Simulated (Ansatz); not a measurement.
in.yaml

```yaml
crystal:
  periodic: [false, false, false]
  atoms:
    - {symbol: P, position_ang: [0.000000, 0.054796, 0.980846]}
    - {symbol: Li, position_ang: [0.000000, -0.002233, -5.170361]}
    - {symbol: H, position_ang: [0.000000, 1.011620, 3.684785]}
    - {symbol: H, position_ang: [0.000000, -2.680116, 1.778823]}
basis:
  gaussian: {orbitals: 6-31G}
magnetization: {spin_polarized: false, initial_magnetization: 2}
hamiltonian: {pseudopotentials: {relativity: scalar}}
correlation: {method: ccsdt, electrons: all}
```

```sh
$ ansatz run in.yaml --threads 1 --pin off --events-out ev --progress --plain --max-ram 2393MiB
```

Output:

```
517 factors; integrals over basis functions are off by at most 1.8e-7 eV
mean field evaluation 1: about -9513.0798 eV, gradient 5.5e0 eV
mean field evaluation 2: about -9513.0815 eV, gradient 5.5e0 eV
mean field evaluation 4: about -9514.4413 eV, gradient 3.8e0 eV
mean field evaluation 8: about -9514.6472 eV, gradient 3.5e-1 eV
mean field evaluation 16: about -9513.0807 eV, gradient 5.5e0 eV
mean field evaluation 32: about -9514.3718 eV, gradient 2.2e0 eV
mean field evaluation 64: about -9515.2405 eV, gradient 4.3e-2 eV
mean field evaluation 96: about -9514.6548 eV, gradient 3.0e-2 eV
mean field evaluation 128: about -9515.1505 eV, gradient 3.1e-6 eV
mean field evaluation 160: about -9515.0425 eV, gradient 1.2e-2 eV
...
cycle  74  -7.52696111 eV  change    2.8e-7 eV  update   3.6e-6
cycle  75  -7.52696019 eV  change    9.2e-7 eV  update   2.2e-6
cycle  76  -7.52695972 eV  change    4.7e-7 eV  update   4.4e-6
cycle  77  -7.52695917 eV  change    5.5e-7 eV  update   4.0e-6
cycle  78  -7.52695854 eV  change    6.2e-7 eV  update   3.3e-6
cycle  79  -7.52695782 eV  change    7.3e-7 eV  update   1.6e-6
cycle  80  -7.52695719 eV  change    6.3e-7 eV  update   6.1e-7
cycle  81  -7.52695681 eV  change    3.8e-7 eV  update   9.4e-7
cycle  82  -7.52695678 eV  change    3.3e-8 eV  update   9.5e-7
cycle  83  -7.52695658 eV  change    1.9e-7 eV  update   9.5e-7
WARN: the results are in doubt because among natural orbitals full CI differs from the method by +1.393 eV
Total energy: -9522.17591817 eV, -349.9335106299 hartree
Relativity: scalar
In doubt: among natural orbitals full CI differs from the method by +1.393 eV
```

Ran on 1 thread of AMD EPYC 9B45, shared host: 39 s wall, 0.24 GiB peak host memory.
